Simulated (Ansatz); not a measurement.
Two isomers of C5H10O: A = `CC(C)(C)C=O`, B = `CC(=O)C(C)C`.

Calculated with Ansatz (gas phase, PBE0-D4/def2-TZVP geometries, no zero-point term in ΔE). CCSD(T)/CBS adds triple-zeta CCSD(T) − MP2 to the extrapolated MP2 energy (def2 sets, frozen cores). Functionals use def2-TZVPP. B3LYP here is the variant with VWN-RPA as its local correlation; programs differ in this. One conformer a species, not always the lowest.

A:

```xyz
16

C     0.897    1.221    0.184
C     0.068   -0.040    0.018
C    -1.090   -0.077    1.018
C    -0.481   -0.159   -1.405
C     0.907   -1.272    0.272
O     2.070   -1.283    0.565
H     1.736    1.233   -0.514
H     0.281    2.105    0.000
H     1.310    1.290    1.192
H    -1.658   -1.008    0.938
H    -1.776    0.751    0.821
H    -0.730    0.017    2.045
H    -1.037   -1.091   -1.542
H    -1.164    0.669   -1.609
H     0.322   -0.127   -2.144
H     0.344   -2.229    0.162
```

B:

Z-matrix (Å, degrees):
```
C
C 1 1.507
H 1 1.092 2 111.8
H 1 1.088 2 109.6 3 122.6
H 1 1.094 2 109.3 3 -118.2
O 2 1.207 1 121.2 3 -136.6
C 2 1.519 1 118.0 3 42.5
C 7 1.528 2 109.1 1 -80.1
C 7 1.522 2 113.2 1 44.5
H 7 1.094 2 105.0 1 163.9
H 8 1.093 7 110.1 2 -175.5
H 8 1.092 7 111.3 2 -55.7
H 8 1.094 7 111.4 2 65.3
H 9 1.093 7 111.8 2 55.8
H 9 1.093 7 111.6 2 -65.4
H 9 1.092 7 110.0 2 175.4
```

(1) Which isomer does CCSD(T)/CBS put lower? Give the gap. (Best estimate.)

(2) Give E(B) − E(A) in kJ/mol with HF/def2-TZVPP, PBE0-D4, CCSD(T)/def2-TZVPP, B3LYP-D4, B3LYP, ωB97M-V, PBE-D4. (Best estimate.)

Largest T1 diagnostic: 0.012.

Results:

(1) Ansatz gave: B, by 14.4 kJ/mol.

(2) Computed: HF/def2-TZVPP -20.9, PBE0-D4 -19.0, CCSD(T)/def2-TZVPP -12.7, B3LYP-D4 -19.0, B3LYP -21.0, ωB97M-V -16.6, PBE-D4 -18.9. None reverses the order clearly.

In def2-TZVPP, CCSD(T) changes the Hartree–Fock value by +8.2 kJ/mol (the triples alone add +1.0 kJ/mol) and MP2 by +10.3 kJ/mol.
